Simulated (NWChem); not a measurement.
**One shape, several levels: doublet C2H4ClF+**

Aim: a comparison of 6 runs (UHF/3-21G, UB3LYP/6-31G*, UPBE0/6-311+G**, UB3LYP/6-311+G**, UM06-2X/6-311+G**) of doublet C2H4ClF+. 

Program for the calculation: NWChem 7.3.0.

2 further runs of the same task are left out: 1 that didn't finish, 1 set aside as unsound or not needed. Runs told in other sessions of the task aren't counted.

## (1) The structure to begin with

C2H4ClF+: 8 atoms, total charge +1, spin state doublet. SMILES of the parent species: `FCCCl`. The shape is that of a PBE0-D4/def2-TZVP optimisation. This is one conformer, not always the lowest. That shape belongs to the parent species and isn't relaxed for this state.

Bond lengths: F1–C2 1.375 Å, C2–C3 1.501 Å, C3–Cl4 1.778 Å, C2–H5 1.093 Å, C2–H6 1.096 Å, C3–H7 1.090 Å, C3–H8 1.091 Å. Some angles: F1–C2–C3 110.9°, C2–C3–Cl4 112.2°, F1–C2–H5 108.3°, F1–C2–H6 108.0°, C3–C2–H5 111.2°, C3–C2–H6 109.0°, C2–C3–H7 110.7°, C2–C3–H8 109.7°, Cl4–C3–H7 107.4°, Cl4–C3–H8 107.5°.

## (2) The energy at UHF/3-21G (run 1)

input.nw reads:

```
start input
memory total 2200 mb
charge 1

geometry noautosym nocenter noautoz
  F     -1.336980     0.498150     1.030500
  C     -0.143560     0.671020     0.368890
  C      0.300450    -0.609920    -0.275720
  Cl    -0.759330    -1.087620    -1.620890
  H     -0.273910     1.462220    -0.374180
  H      0.609620     0.981160     1.102570
  H      0.296790    -1.425630     0.446820
  H      1.306920    -0.489380    -0.677980
end

basis spherical bse
  F library 3-21G
  C library 3-21G
  Cl library 3-21G
  H library 3-21G
end

scf
  nopen 1
  uhf
  thresh 1e-08
  maxiter 80
end

task scf energy
```

Command:

```sh
$ nwchem input.nw > input.out
```

What it wrote:

```text
[...]
  functions       =    48
[...]
  wavefunction    = UHF
[...]
         Total SCF energy =   -633.426594553122
      One electron energy =  -1185.367974499637
      Two electron energy =    390.269360855642
 Nuclear repulsion energy =    161.672019090873
                       Sz =      0.5000
                 Sz(Sz+1) =      0.7500
                      S^2 =      0.7539
[...]
```

Wall time 23 s (1 thread of Intel Xeon Platinum 8175M at 2.50GHz (Skylake/Cascade Lake), shared host); peak memory 0.099 GiB.

## (3) A single-point energy at UB3LYP/6-31G(d) (spherical functions) (run 2)

calc.nw reads:

```
start calc
memory 2200 mb
charge 1

geometry units angstroms noautosym nocenter noautoz
 F    -1.336980    0.498150    1.030500
 C    -0.143560    0.671020    0.368890
 C     0.300450   -0.609920   -0.275720
 Cl   -0.759330   -1.087620   -1.620890
 H    -0.273910    1.462220   -0.374180
 H     0.609620    0.981160    1.102570
 H     0.296790   -1.425630    0.446820
 H     1.306920   -0.489380   -0.677980
end

basis spherical bse
 * library 6-31G*
end

dft
 xc b3lyp
 mult 2
 grid xfine
 convergence energy 1e-08
 iterations 100
 mulliken
 print low
end

task dft
```

Command:

```sh
$ nwchem calc.nw > calc.out
```

What it wrote:

```text
[...]
 d= 0,ls=0.0,diis     1   -637.9988944614 -8.00D+02  1.72D-02  4.46D-01     6.1
[...]
 d= 0,ls=0.0,diis    31   -638.2375408828 -1.12D-09  4.95D-08  5.43D-11   179.0
[...]
         Total DFT energy =     -638.237540882841
      One electron energy =    -1189.903454659051
           Coulomb energy =      440.740852265218
    Exchange-Corr. energy =      -50.746957579881
 Nuclear repulsion energy =      161.672019090873
[...]
      Total Density - Mulliken Population Analysis
     ---------------------------------------------
    Atom       Charge   Shell Charges
 -----------   ------   -------------------------------------------------------
    1 F    9     9.21   2.00  0.95  3.28  1.03  1.93  0.02
    2 C    6     5.95   2.00  0.70  2.01  0.53  0.64  0.07
    3 C    6     6.48   2.00  0.70  2.06  0.70  0.98  0.04
    4 Cl  17    16.51   2.00  2.00  5.97  1.49  3.48  0.46  1.08  0.03
    5 H    1     0.76   0.52  0.23
    6 H    1     0.73   0.51  0.21
    7 H    1     0.68   0.51  0.18
    8 H    1     0.69   0.51  0.18
[...]
      <S2> =      0.7522 (Exact =     0.7500)
[...]
```

Wall time 3 min (1 thread of Intel Xeon Platinum 8175M at 2.50GHz (Skylake/Cascade Lake), shared host); peak memory 0.14 GiB.

Runs 3 to 5 aren't shown in full; the table further down has their settings and results.

## (4) A single-point energy at UM06-2X/6-311+G(d,p) (run 6)

a.nw reads:

```
START a
TITLE "C2H4ClF"
memory 2200 mb
charge 1

GEOMETRY noautosym nocenter noautoz
  F     -1.336980     0.498150     1.030500
  C     -0.143560     0.671020     0.368890
  C      0.300450    -0.609920    -0.275720
  Cl    -0.759330    -1.087620    -1.620890
  H     -0.273910     1.462220    -0.374180
  H      0.609620     0.981160     1.102570
  H      0.296790    -1.425630     0.446820
  H      1.306920    -0.489380    -0.677980
END

BASIS "ao basis" spherical bse
  F library 6-311+G**
  C library 6-311+G**
  Cl library 6-311+G**
  H library 6-311+G**
END

DFT
  xc m06-2x
  mult 2
  grid fine
  convergence energy 1e-08
  iterations 100
  mulliken
  print medium
END

TASK dft
```

Command:

```sh
$ nwchem a.nw > a.out
```

What it wrote:

```text
[...]
          Wavefunction type:  spin polarized.
          No. of atoms     :     8
          No. of electrons :    41
[...]
          Charge           :     1
          Spin multiplicity:     2
[...]
          AO basis - number of functions:   120
[...]
              XC Information
              --------------
                       M06-2X Method XC Functional
                     Hartree-Fock (Exact) Exchange  0.540
                        M06-2X Exchange Functional  1.000
                      M06-2X Correlation Potential  1.000
[...]
 d= 0,ls=0.0,diis     1   -637.9697775466 -8.00D+02  7.01D-03  7.74D-01     7.9
[...]
 d= 0,ls=0.0,diis    42   -638.2108756761 -2.88D-09  1.11D-06  2.92D-11   290.6
[...]
         Total DFT energy =     -638.210875676104
      One electron energy =    -1189.671670599467
           Coulomb energy =      440.430941497369
    Exchange-Corr. energy =      -50.642165664880
 Nuclear repulsion energy =      161.672019090873
[...]
      Total Density - Mulliken Population Analysis
     ---------------------------------------------
    Atom       Charge   Shell Charges
 -----------   ------   -------------------------------------------------------
    1 F    9     9.10   1.08  0.92  1.16  1.08  2.35  0.89  1.68 -0.06 -0.01  0.01
    2 C    6     6.25   1.11  0.89  0.60  0.75  1.51  0.48  0.64  0.13  0.04  0.11
    3 C    6     6.67   1.11  0.89  0.60  0.77  1.54  0.60  0.96  0.11  0.05  0.06
    4 Cl  17    16.16   0.78  1.19  0.89  1.10  1.08  0.98  7.45 -1.53  1.03  2.72  0.75 -0.19 -0.11  0.03
    5 H    1     0.77   0.27  0.45  0.03  0.02
    6 H    1     0.75   0.27  0.44  0.02  0.02
    7 H    1     0.64   0.26  0.39 -0.03  0.02
    8 H    1     0.66   0.26  0.40 -0.02  0.02
[...]
      <S2> =      0.7528 (Exact =     0.7500)
[...]
```

Wall time 4.9 min (1 thread of Intel Xeon Platinum 8175M at 2.50GHz (Skylake/Cascade Lake), shared host); peak memory 0.12 GiB.

## (5) Overview of the runs

| run | level | iteration cap | module | energy (Eh) | HOMO energy (eV) | LUMO energy (eV) | ⟨S²⟩ | wall time |
| --- | --- | --- | --- | --- | --- | --- | --- | --- |
| 1 | UHF/3-21G | 80 | scf | -633.426595 | -19.35 | -9.25 | 0.754 | 23 s |
| 2 | UB3LYP/6-31G* (spherical functions) | 100 | dft | -638.237541 | – | – | 0.752 | 3 min |
| 3 | UPBE0/6-311+G** | 100 | dft | -637.966753 | – | – | 0.753 | 3.1 min |
| 4 | UB3LYP/6-31G* (Cartesian functions) | 100 | dft | -638.243390 | -15.61 | -13.72 | 0.752 | 2.8 min |
| 5 | UB3LYP/6-311+G** | 100 | dft | -638.329858 | -15.79 | -13.88 | 0.752 | 2.8 min |
| 6 | UM06-2X/6-311+G** | 100 | dft | -638.210876 | -16.98 | -12.87 | 0.753 | 4.9 min |

## (6) Results

| quantity | value |
| --- | --- |
| run 6: total energy | -638.21088 Eh |
| run 6: HOMO energy (highest over α and β) | -16.98 eV |
| run 6: LUMO energy (lowest over α and β) | -12.87 eV |
| run 6: ⟨S²⟩ | 0.753 |

In words: Totals of different functionals can't be ranked against each other. All runs together took 17 min, the longest 4.9 min.
